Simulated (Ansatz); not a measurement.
A structure of BAs relaxed with PBEsol (plane waves to 420 eV, PAW, scalar-relativistic; Ansatz, a first-principles code); single points at other levels follow on the same geometry (Ansatz, PAW; HSE06 at 420 eV on a 8×8×8 k-mesh; no spin-orbit coupling). Space group F-43m (No. 216).

```
BAs
1.0
    0.00000     2.38388     2.38388
    2.38388     0.00000     2.38388
    2.38388     2.38388     0.00000
B As
1 1
Cartesian
  2.38388   2.38388   2.38388
  3.57582   3.57582   3.57582
```

```
level   gap (eV)      kind           conduction minimum
------  --------  --------  ---------------------------
PBEsol      1.08  indirect  82 % of the way from Γ to X
HSE06       1.82         –    k = (-0.4118, -0.4118, 0)
```

HSE06 gaps come from a coarse mesh plus a few chosen points, so they may be too large. No spin polarisation in the result.

Measured for BAs: a 4.777 Å (room temperature; as listed in M J Lucero, T M Henderson, G E Scuseria, Journal of Physics Condensed Matter (2012)); gap 1.82 eV (room temperature; as listed in Joon Sang Kang et al., Applied Physics Letters (2019)). Computed minus measured — a: PBEsol -0.2 %; gap: PBEsol -0.74 eV, HSE06 0.00 eV. The computed values are for a static lattice, and a measured gap can be an optical one, lowered by exciton binding.

It was reached from a disturbed copy of a Fm-3m (No. 225) cell (rock salt type), against which it lies -0.84 eV/atom.
